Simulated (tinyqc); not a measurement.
Inside a calculation. Method: RHF in the sto-6g basis, for H2O, spin multiplicity 1. One step of it, computed by the program tinyqc.

Question. Orthogonalisation. S = U s U^T; symmetric (Loewdin) form X = U s^(-1/2) U^T, so that X^T S X = 1.

overlap S:
```
           1O 1s     1O 2s    1O 2px     1O 2py    1O 2pz     2H 1s      3H 1s
1O 1s   1.000000  0.231145  0.000000   0.000000  0.000000  0.055509   0.055509
1O 2s   0.231145  1.000000  0.000000   0.000000  0.000000  0.477198   0.477198
1O 2px  0.000000  0.000000  1.000000   0.000000  0.000000  0.000000   0.000000
1O 2py  0.000000  0.000000  0.000000   1.000000  0.000000  0.327377  -0.327377
1O 2pz  0.000000  0.000000  0.000000   0.000000  1.000000  0.217293   0.217293
2H 1s   0.055509  0.477198  0.000000   0.327377  0.217293  1.000000   0.224034
3H 1s   0.055509  0.477198  0.000000  -0.327377  0.217293  0.224034   1.000000
```

Give: eigenvalues of S; X.

Answer.

eigenvalues of S: 0.343  0.412  0.895  1.000  1.081  1.364  1.906

X:
```
         1O 1s   1O 2s  1O 2px  1O 2py  1O 2pz   2H 1s   3H 1s
1O 1s    1.023  -0.139   0.000   0.000  -0.009   0.020   0.020
1O 2s   -0.139   1.251   0.000   0.000   0.103  -0.301  -0.301
1O 2px   0.000   0.000   1.000   0.000   0.000   0.000   0.000
1O 2py   0.000   0.000   0.000   1.125   0.000  -0.241   0.241
1O 2pz  -0.009   0.103   0.000   0.000   1.046  -0.135  -0.135
2H 1s    0.020  -0.301   0.000  -0.241  -0.135   1.210  -0.080
3H 1s    0.020  -0.301   0.000   0.241  -0.135  -0.080   1.210
```
